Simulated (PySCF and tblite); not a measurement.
Values are calculated unless marked as measured or tabulated.
System: C5H5F, numbered as in [F:1][C:2]1=[CH:3][CH2:4][CH:5]=[CH:6]1.

For the shift of H on C4 from C4 to C5: electronic barrier 28.66 kcal/mol, zero-point change -2.37 kcal/mol, thermal and entropy terms at 350 K a further 0.22 kcal/mol (symmetry numbers apart). The minimum is Cs, the saddle Cs. Level: B3LYP/pcSseg-1 + D3(BJ) on PBE0-D3(BJ)/def2-SVP stationary points, with GFN2-xTB thermal terms. Rate constants are transition-state-theory values, counting equivalent paths, without tunnelling. Run with tblite and PySCF.

**Question.** How many equivalent paths lead out of the minimum?

**Answer.** 2: the symmetry number of the minimum is 1, that of the saddle displaced along its mode 1, and the displaced saddle is chiral while the minimum is not, which doubles the count.

**Question.** Work out the rate at 350 K.

**Answer.** ΔG‡ = 26.51 kcal/mol; k_B T/h = 7.3×10¹² s⁻¹; exp(−ΔG‡/RT) = 2.8×10⁻¹⁷; times 2 gives k = 0.00041 s⁻¹.

Tunnelling of the moving H, left out here, will speed the real process.
